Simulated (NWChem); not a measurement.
System: BCl₃; SMILES ClB(Cl)Cl

NWChem printed, in part:

```
             Northwest Computational Chemistry Package (NWChem) 7.3.0
             --------------------------------------------------------

 C3H symmetry detected

                             Geometry "geometry" -> ""
                             -------------------------

 Output coordinates in angstroms (scale by  1.889725989 to convert to a.u.)

  No.       Tag          Charge          X              Y              Z
 ---- ---------------- ---------- -------------- -------------- --------------
    1 B                    5.0000    -0.00000000     0.00000000     0.00000000
    2 Cl                  17.0000     1.48366238     0.93211568     0.00000000
    3 Cl                  17.0000     0.06540466    -1.75094715     0.00000000
    4 Cl                  17.0000    -1.54906705     0.81883148     0.00000000

 Effective nuclear repulsion energy (a.u.)     228.1896010159

      Symmetry information
      --------------------

 Group name             C3h
 Group number             22
 Group order               6
 No. of unique centers     2

  xc_inp: hfexch multiplicative factor not found.

                                 NWChem DFT Module
                                 -----------------

 Summary of "ao basis" -> "ao basis" (spherical)
 ------------------------------------------------------------------------------
       Tag                 Description            Shells   Functions and Types
 ---------------- ------------------------------  ------  ---------------------
 B                         def2-tzvpp               11       31   5s3p2d1f
 Cl                        def2-tzvpp               14       42   5s5p3d1f

      Symmetry analysis of basis
      --------------------------

        a'         37
        e'+        34
        e'-        34
        a"         18
        e"+        17
        e"-        17

  Rotation of axis

            General Information
            -------------------
          SCF calculation type: DFT
          Wavefunction type:  closed shell.
          No. of atoms     :     4
          No. of electrons :    56
           Alpha electrons :    28
            Beta electrons :    28
          Charge           :     0
          Spin multiplicity:     1
          Use of symmetry is: on ; symmetry adaption is: on
          Maximum number of iterations: 150
          AO basis - number of functions:   157
                     number of shells:    53
          Convergence on energy requested:  1.00D-06
          Convergence on density requested:  1.00D-05
          Convergence on gradient requested:  5.00D-04

              XC Information
              --------------
                     Hartree-Fock (Exact) Exchange  1.000

      Superposition of Atomic Density Guess
      -------------------------------------

 Sum of atomic energies:       -1402.96777866

      Non-variational initial energy
      ------------------------------

 Total energy =   -1404.039144
 1-e energy   =   -2392.410760
 2-e energy   =     760.182016
 HOMO         =      -0.403510
 LUMO         =       0.038273

      Symmetry analysis of molecular orbitals - initial
      -------------------------------------------------

  Numbering of irreducible representations:

     1 a'          2 e'+         3 e'-         4 a"          5 e"+
     6 e"-

  Orbital symmetries:

     1 a'          2 e'+         3 e'+         4 a'          5 e'+
     6 e'+         7 a'          8 e'+         9 e'+        10 e'+
    11 e'+        12 a"         13 e"+        14 e"+        15 a'
    16 a'         17 a'         18 e'+        19 e'+        20 a'
    21 e'+        22 e'+        23 a"         24 e'+        25 e'+
    26 e"+        27 e"+        28 a'         29 a"         30 a'
    31 a'         32 e'+        33 e'+        34 a"         35 e'+
    36 e'+        37 a'         38 e'+

     ---------------------------------------------
      Total Density - Mulliken Population Analysis
     ---------------------------------------------

    Atom       Charge   Shell Charges
 -----------   ------   -------------------------------------------------------
    1 B    5     4.21   0.91  1.07  0.48  0.38  0.02  0.55  0.51  0.06  0.05  0.14  0.02
    2 Cl  17    17.26   2.01  0.45  1.52  1.10  0.82  4.19  1.69  1.11  2.92  1.43  0.00  0.01  0.02  0.00
    3 Cl  17    17.26   2.01  0.45  1.52  1.10  0.82  4.19  1.69  1.11  2.92  1.43  0.00  0.01  0.02  0.00
    4 Cl  17    17.26   2.01  0.45  1.52  1.10  0.82  4.19  1.69  1.11  2.92  1.43  0.00  0.01  0.02  0.00

   convergence    iter        energy       DeltaE   RMS-Dens  Diis-err
 ---------------- ----- ----------------- --------- --------- ---------
 d= 0,ls=0.0,diis     1  -1403.2882141949 -1.63D+03  3.34D-03  3.82D-01
 d= 0,ls=0.0,diis     2  -1403.3297330641 -4.15D-02  1.14D-03  1.95D-01
 d= 0,ls=0.0,diis     3  -1403.3515642816 -2.18D-02  3.82D-04  2.78D-03
 d= 0,ls=0.0,diis     4  -1403.3523871887 -8.23D-04  1.24D-04  2.29D-04
 d= 0,ls=0.0,diis     5  -1403.3524655063 -7.83D-05  2.84D-05  1.00D-05
  Resetting Diis
 d= 0,ls=0.0,diis     6  -1403.3524698508 -4.34D-06  5.61D-06  3.84D-07
 d= 0,ls=0.0,diis     7  -1403.3524700025 -1.52D-07  7.47D-07  2.45D-08

         Total DFT energy =    -1403.352470002526
      One electron energy =    -2393.287441408048
           Coulomb energy =      848.403415996912
    Exchange-Corr. energy =      -86.658045607245
 Nuclear repulsion energy =      228.189601015855

 Numeric. integr. density =        0.000000000000

                  Occupations of the irreducible representations
                  ----------------------------------------------

                     irrep           alpha         beta
                     --------     --------     --------
                     a'                8.0          8.0
                     e'+              14.0         14.0
                     e'-               0.0          0.0
                     a"                2.0          2.0
                     e"+               4.0          4.0
                     e"-               0.0          0.0

                       DFT Final Molecular Orbital Analysis
                       ------------------------------------

 Vector   26  Occ=2.000000D+00  E=-4.834834D-01  Symmetry=e"+
              MO Center= -8.4D-01,  7.0D-02, -8.6D-14, r^2= 3.4D+00
   Bfn.  Coefficient  Atom+Function         Bfn.  Coefficient  Atom+Function
  ----- ------------  ---------------      ----- ------------  ---------------
   132      0.442116  4 Cl pz                90     -0.299322  3 Cl pz
   135      0.279516  4 Cl pz               129      0.203435  4 Cl pz
    93     -0.189239  3 Cl pz               123     -0.160771  4 Cl pz
    48     -0.142794  2 Cl pz                87     -0.137730  3 Cl pz
    81      0.108845  3 Cl pz                51     -0.090278  2 Cl pz

 Vector   27  Occ=2.000000D+00  E=-4.834834D-01  Symmetry=e"+
              MO Center=  8.4D-01, -7.0D-02,  7.0D-15, r^2= 3.4D+00
   Bfn.  Coefficient  Atom+Function         Bfn.  Coefficient  Atom+Function
  ----- ------------  ---------------      ----- ------------  ---------------
    48      0.428069  2 Cl pz                90     -0.337697  3 Cl pz
    51      0.270636  2 Cl pz                93     -0.213501  3 Cl pz
    45      0.196972  2 Cl pz                39     -0.155663  2 Cl pz
    87     -0.155388  3 Cl pz                81      0.122800  3 Cl pz
   132     -0.090372  4 Cl pz                42     -0.079771  2 Cl pz

 Vector   28  Occ=2.000000D+00  E=-4.585473D-01  Symmetry=a'
              MO Center= -4.0D-14, -5.0D-14, -3.0D-17, r^2= 4.3D+00
   Bfn.  Coefficient  Atom+Function         Bfn.  Coefficient  Atom+Function
  ----- ------------  ---------------      ----- ------------  ---------------
    88      0.336853  3 Cl px               131     -0.298015  4 Cl py
    47      0.285432  2 Cl py                91      0.221038  3 Cl px
   134     -0.195553  4 Cl py                50      0.187296  2 Cl py
    46     -0.179323  2 Cl px               130     -0.157529  4 Cl px
    85      0.155029  3 Cl px               128     -0.137155  4 Cl py

 Vector   29  Occ=0.000000D+00  E= 7.707968D-02  Symmetry=a"
              MO Center= -1.6D-14,  7.1D-15, -2.0D-14, r^2= 3.2D+00
   Bfn.  Coefficient  Atom+Function         Bfn.  Coefficient  Atom+Function
  ----- ------------  ---------------      ----- ------------  ---------------
    14      0.567534  1 B  pz                11      0.515191  1 B  pz
    51     -0.348785  2 Cl pz                93     -0.348785  3 Cl pz
   135     -0.348785  4 Cl pz                 8      0.340320  1 B  pz
    48     -0.136261  2 Cl pz                90     -0.136261  3 Cl pz
   132     -0.136261  4 Cl pz                45     -0.089987  2 Cl pz

 Vector   30  Occ=0.000000D+00  E= 1.323100D-01  Symmetry=a'
              MO Center= -1.1D-15, -5.3D-16,  1.9D-14, r^2= 7.0D+00
   Bfn.  Coefficient  Atom+Function         Bfn.  Coefficient  Atom+Function
  ----- ------------  ---------------      ----- ------------  ---------------
     5      2.432086  1 B  s                  4     -0.679273  1 B  s
    36     -0.668076  2 Cl s                 78     -0.668076  3 Cl s
   120     -0.668076  4 Cl s                 92     -0.248738  3 Cl py
   133     -0.220059  4 Cl px                49      0.210768  2 Cl px
     3      0.148546  1 B  s                 50      0.132416  2 Cl py

 Vector   31  Occ=0.000000D+00  E= 1.959169D-01  Symmetry=a'
              MO Center= -3.0D-14,  6.9D-14,  1.8D-14, r^2= 5.6D+00
   Bfn.  Coefficient  Atom+Function         Bfn.  Coefficient  Atom+Function
  ----- ------------  ---------------      ----- ------------  ---------------
     4      3.364912  1 B  s                  5     -0.791346  1 B  s
    92     -0.778396  3 Cl py               133     -0.688649  4 Cl px
    49      0.659572  2 Cl px                36     -0.650516  2 Cl s
    78     -0.650516  3 Cl s                120     -0.650516  4 Cl s
    50      0.414379  2 Cl py               134      0.364017  4 Cl py

     ---------------------------------------------
      Total Density - Mulliken Population Analysis
     ---------------------------------------------

    Atom       Charge   Shell Charges
 -----------   ------   -------------------------------------------------------
    1 B    5     4.64   0.91  1.07  0.49  0.31 -0.02  0.81  0.70  0.04  0.08  0.23  0.03
    2 Cl  17    17.12   2.01  0.45  1.52  1.08  0.85  4.18  1.69  1.08  2.86  1.36  0.00  0.01  0.03  0.00
    3 Cl  17    17.12   2.01  0.45  1.52  1.08  0.85  4.18  1.69  1.08  2.86  1.36  0.00  0.01  0.03  0.00
    4 Cl  17    17.12   2.01  0.45  1.52  1.08  0.85  4.18  1.69  1.08  2.86  1.36  0.00  0.01  0.03  0.00

     -------------------------------------------
      Total Density - Lowdin Population Analysis
     -------------------------------------------

    Atom       Charge   Shell Charges
 -----------   ------   -------------------------------------------------------
    1 B    5     6.69   0.95  1.00  0.36  0.34  0.21  0.74  1.06  0.56  0.13  1.13  0.21
    2 Cl  17    16.44   1.98  0.85  1.13  0.82  0.68  3.93  1.90  1.23  2.44  1.42  0.00  0.01  0.05  0.01
    3 Cl  17    16.44   1.98  0.85  1.13  0.82  0.68  3.93  1.90  1.23  2.44  1.42  0.00  0.01  0.05  0.01
    4 Cl  17    16.44   1.98  0.85  1.13  0.82  0.68  3.93  1.90  1.23  2.44  1.42  0.00  0.01  0.05  0.01

     Multipole analysis of the density
     ---------------------------------

     L   x y z        total         alpha         beta         nuclear
     -   - - -        -----         -----         ----         -------
     0   0 0 0     -0.000000    -28.000000    -28.000000     56.000000

     1   1 0 0      0.000000      0.000000      0.000000      0.000000
     1   0 1 0      0.000000      0.000000      0.000000      0.000000
     1   0 0 1      0.000000      0.000000      0.000000      0.000000

     2   2 0 0    -32.651703   -156.110503   -156.110503    279.569303
     2   1 1 0     -0.000000     -0.000000     -0.000000      0.000000
     2   1 0 1     -0.000000     -0.000000     -0.000000      0.000000
     2   0 2 0    -32.651703   -156.110503   -156.110503    279.569303
     2   0 1 1      0.000000      0.000000      0.000000      0.000000
     2   0 0 2    -31.572273    -15.786137    -15.786137      0.000000
```

Level: Hartree-Fock/def2-TZVPP. Geometry: optimised at B3LYP/6-31G* (spherical d).

### Question
Which NWChem input produces such a log?

### Answer
Several could match; the one computed here: the input that was run:
```
start job
memory heap 200 mb stack 900 mb global 1100 mb
geometry units angstroms noautoz
  B      0.000000     0.000000     0.000000
  Cl     0.881255     1.514425     0.000000
  Cl     0.870903    -1.520402     0.000000
  Cl    -1.752158     0.005977     0.000000
end
basis spherical
  B library def2-tzvpp
  Cl library def2-tzvpp
end
dft
  xc hfexch
  iterations 150
  mulliken
end
task dft energy
```
